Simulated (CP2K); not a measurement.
# CH4BO (SMILES [BH]OC): GFN1-xTB

What is the energy change on altering one bond length of CH4BO at GFN1-xTB? 

The calculation is run with CP2K 2026.2.

1 further run of the same task is left out (set aside as unsound or not needed).

### Step 1. Starting point

The species is CH4BO (7 atoms), meant as a doublet with charge 0. SMILES: `[BH]OC`. Geometry: relaxed at PBE0-D4/def2-TZVP. This is one conformer, not always the lowest.

Bond lengths: B1–O2 1.320 Å, O2–C3 1.426 Å, B1–H4 1.207 Å, C3–H5 1.093 Å, C3–H6 1.090 Å, C3–H7 1.090 Å. Angles: B1–O2–C3 124.1°, O2–B1–H4 124.7°, O2–C3–H5 110.9°, O2–C3–H6 108.4°, O2–C3–H7 108.4°, H5–C3–H6 109.9°, H5–C3–H7 109.9°, H6–C3–H7 109.2°.

### Step 2. A single-point energy at GFN1-xTB

Contents of molecule.xyz:

```xyz
7

B     -1.319600    -1.025700    -0.172900
O     -0.272400    -0.707100     0.564500
C      0.642200     0.338600     0.243900
H     -1.628500    -0.474200    -1.201600
H      0.357800     0.834000    -0.687600
H      0.643000     1.059300     1.062300
H      1.638900    -0.092800     0.145600
```

Contents of qs.inp:

```
&global
  project_name qs
  run_type ENERGY
  print_level MEDIUM
&end global

&force_eval
  method QS
  &dft
    multiplicity 2
    uks T
    &qs
      method XTB
      eps_default 1.0E-10
      &xtb
        gfn_type 1
        check_atomic_charges F
      &end xtb
    &end qs
    &poisson
      periodic NONE
      poisson_solver ANALYTIC
    &end poisson
    &scf
      scf_guess ATOMIC
      eps_scf 1.0E-06
      max_scf 50
      &ot
        minimizer DIIS
        preconditioner FULL_ALL
      &end ot
      &outer_scf
        eps_scf 1.0E-06
        max_scf 5
      &end outer_scf
    &end scf
    &print
      &moments
        periodic F
        reference COM
        max_moment 1
      &end moments
      &mo_cubes
        nlumo 3
        nhomo -1
        write_cube F
      &end mo_cubes
      &hirshfeld OFF
      &end hirshfeld
    &end print
  &end dft
  &subsys
    &cell
      abc 15.3 14.1 14.3
      periodic NONE
    &end cell
    &topology
      coord_file_name molecule.xyz
      coord_file_format XYZ
      &center_coordinates
      &end center_coordinates
    &end topology
  &end subsys
&end force_eval
```

Started as:

```console
OMP_NUM_THREADS=1 cp2k.psmp -i qs.inp > qs.out 2>&1
```

The log of the run:

```text
CP2K| version string:                                       CP2K version 2026.2
[...]
 GLOBAL| Method name                                                        CP2K
[...]
 GLOBAL| Run type                                                         ENERGY
[...]
                             - Atoms:                                          7
[...]
                             - Spherical basis functions:                     20
[...]
 Number of electrons:                                                          9
[...]
     1 OT DIIS     0.15E+00    0.0     0.05335990       -10.2223847974 -1.02E+01
[...]
    11 OT DIIS     0.15E+00    0.0     0.00000026       -10.3025458067 -7.93E-11
  *** SCF run converged in    11 steps ***
[...]
 TB_DIPOLE| Moment [Debye]          0.49111465       0.81797814      -0.49459333
 TB_DIPOLE| Derivative [a.u.]       0.00000000       0.00000000       0.00000000
[...]
 ENERGY| Total FORCE_EVAL ( QS ) energy [hartree]            -10.302545806684085
[...]
```

It took 0.58 s on 1 thread of Arm Neoverse V1, shared host.

### Step 3. The distorted shape at the same level

Contents of molecule.xyz:

```xyz
7

B     -1.469133    -0.960978    -0.158152
O     -0.421933    -0.642378     0.579248
C      0.492667     0.403322     0.258648
H     -1.778033    -0.409478    -1.186852
H      0.208267     0.898722    -0.672852
H      0.493467     1.124022     1.077048
H      1.638900    -0.092800     0.145600
```

Contents of gas.inp:

```
&GLOBAL
  PROJECT gas
  RUN_TYPE ENERGY
  PRINT_LEVEL MEDIUM
&END GLOBAL

&FORCE_EVAL
  METHOD QS
  &DFT
    MULTIPLICITY 2
    SPIN_POLARIZED T
    &QS
      METHOD XTB
      EPS_DEFAULT 1.0E-10
      &XTB
        GFN_TYPE 1
        CHECK_ATOMIC_CHARGES F
      &END XTB
    &END QS
    &POISSON
      PERIODIC NONE
      POISSON_SOLVER ANALYTIC
    &END POISSON
    &SCF
      SCF_GUESS ATOMIC
      EPS_SCF 1.0E-06
      MAX_SCF 50
      &OT
        MINIMIZER DIIS
        PRECONDITIONER FULL_ALL
      &END OT
      &OUTER_SCF
        EPS_SCF 1.0E-06
        MAX_SCF 5
      &END OUTER_SCF
    &END SCF
    &PRINT
      &MOMENTS
        PERIODIC F
        REFERENCE COM
        MAX_MOMENT 1
      &END MOMENTS
      &MO_CUBES
        NLUMO 3
        NHOMO -1
        WRITE_CUBE F
      &END MO_CUBES
      &HIRSHFELD OFF
      &END HIRSHFELD
    &END PRINT
  &END DFT
  &SUBSYS
    &CELL
      ABC 15.4 14.1 14.3
      PERIODIC NONE
    &END CELL
    &TOPOLOGY
      COORD_FILE_NAME molecule.xyz
      COORD_FILE_FORMAT XYZ
      &CENTER_COORDINATES
      &END CENTER_COORDINATES
    &END TOPOLOGY
  &END SUBSYS
&END FORCE_EVAL
```

Started as:

```console
OMP_NUM_THREADS=1 cp2k.psmp -i gas.inp > gas.out 2>&1
```

The log of the run:

```text
CP2K| version string:                                       CP2K version 2026.2
[...]
 GLOBAL| Method name                                                        CP2K
[...]
 GLOBAL| Run type                                                         ENERGY
[...]
                             - Atoms:                                          7
[...]
                             - Spherical basis functions:                     20
[...]
 Number of electrons:                                                          9
[...]
     1 OT DIIS     0.15E+00    0.0     0.05355189       -10.2107835521 -1.02E+01
[...]
    11 OT DIIS     0.15E+00    0.0     0.00000024       -10.2913732032 -8.17E-11
  *** SCF run converged in    11 steps ***
[...]
 TB_DIPOLE| Moment [Debye]          0.39263849       0.82015661      -0.49501580
 TB_DIPOLE| Derivative [a.u.]       0.00000000       0.00000000       0.00000000
[...]
 ENERGY| Total FORCE_EVAL ( QS ) energy [hartree]            -10.291373203198257
[...]
```

It took 0.54 s on 1 thread of Arm Neoverse V1, shared host.

### Step 4. Outcome

Level: GFN1-xTB.

```
                                                         quantity         value
                                        first shape: total energy  -10.30255 Eh
           first shape: dipole moment (from atomic charges alone)        1.07 D
                  first shape: HOMO energy (highest over α and β)      -8.27 eV
                                   first shape: dispersion energy  -3.47 kJ/mol
                                    distorted shape: total energy  -10.29137 Eh
       distorted shape: dipole moment (from atomic charges alone)        1.04 D
              distorted shape: HOMO energy (highest over α and β)      -8.30 eV
                               distorted shape: dispersion energy  -3.47 kJ/mol
energy change with the C3–H7 bond stretched from 1.090 to 1.254 Å      0.304 eV
```

With the C3–H7 bond stretched from 1.090 to 1.254 Å the energy rises by 0.30 eV (29.3 kJ/mol). The first shape isn't relaxed at this level, so the change isn't measured from a minimum. The dipole (first shape) comes from point charges on the atoms alone, without atomic dipoles, so it is partial. The dipole (distorted shape) comes from point charges on the atoms alone, without atomic dipoles, so it is partial.
